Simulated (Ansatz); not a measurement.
# C₂H₃O radical: small, medium and large basis sets

One table from this session's results is given with a row withheld; the runs are named, their logs left out.

Method: one geometry, several basis sets; program: Ansatz 0.2.0, Gaussian basis.

The runs, in order: PBE0-D4/def2-SVP; ωB97M-V/def2-SVP; PBE0-D4/def2-QZVPP; ωB97M-V/def2-QZVPP; CCSD(T)/cc-pV(D+d)Z; CCSD(T)/cc-pV(T+d)Z; CCSD(T)/cc-pV(Q+d)Z; the functionals' def2-TZVPP values are taken from earlier runs.

### Structure used throughout

An earlier PBE0-D4 in a triple-zeta def2 set relaxation fixed the geometry.

SMILES `C=C[O]`, 6 atoms, charge 0, spin multiplicity 2.

Atoms are counted from 1 here; the program's logs count them from 0.

Bond lengths: C1–C2 1.420 Å, C1–H4 1.083 Å, C1–H5 1.083 Å, C2–O3 1.226 Å, C2–H6 1.106 Å. Angles: C2–C1–H4 119.3°, C2–C1–H5 121.1°, H4–C1–H5 119.6°, C1–C2–O3 123.0°, C1–C2–H6 116.8°, O3–C2–H6 120.2°.

As a file:

```xyz
6
C2H3O
C    -0.53560    0.05579   -0.48097
C     0.53125   -0.05572    0.44997
O     0.98491   -1.13281    0.82100
H    -0.97793   -0.84482   -0.88979
H    -0.91262    1.02399   -0.78757
H     0.95208    0.88957    0.84105
```

Set-up of the first run:

File in.yaml:

```yaml
crystal:
  periodic: [false, false, false]
  atoms:
    - {symbol: C, position_ang: [-0.535595, 0.055787, -0.480968]}
    - {symbol: C, position_ang: [0.531250, -0.055715, 0.449967]}
    - {symbol: O, position_ang: [0.984913, -1.132812, 0.821000]}
    - {symbol: H, position_ang: [-0.977933, -0.844823, -0.889788]}
    - {symbol: H, position_ang: [-0.912618, 1.023988, -0.787566]}
    - {symbol: H, position_ang: [0.952083, 0.889574, 0.841055]}
basis:
  gaussian: {orbitals: def2-SVP}
magnetization: {spin_polarized: true, initial_magnetization: 1}
hamiltonian: {xc: pbe0, dispersion: d4}
output: {orbitals: {seedname: orbitals}}
```

The run is started by

```console
$ ansatz run in.yaml --threads 2 --pin off --events-out ev --progress --plain --max-ram 32768MiB --backend cpu
```

Steps of the session up to this table: PBE0-D4 in def2-SVP; ωB97M-V in def2-SVP; PBE0-D4 in def2-QZVPP; ωB97M-V in def2-QZVPP.

One of the session's tables, all rows but one given; the rest of the session is left out.

It belongs to the step «Functionals by basis». 

| functional | basis | HOMO (eV) | LUMO (eV) |
| --- | --- | --- | --- |
| PBE0-D4 | def2-SVP | -7.40 | -3.39 |
| PBE0-D4 | def2-TZVPP | ? | ? |
| PBE0-D4 | def2-QZVPP | -7.63 | -3.61 |
| ωB97M-V | def2-SVP | -9.79 | -1.25 |
| ωB97M-V | def2-TZVPP | -9.94 | -1.52 |
| ωB97M-V | def2-QZVPP | -9.97 | -1.59 |

Q: Estimate the row for PBE0-D4, def2-TZVPP from the others.

The run gave: HOMO (eV): -7.59; LUMO (eV): -3.57. In the column «HOMO (eV)» it lies between PBE0-D4, def2-QZVPP (-7.63) and PBE0-D4, def2-SVP (-7.40).
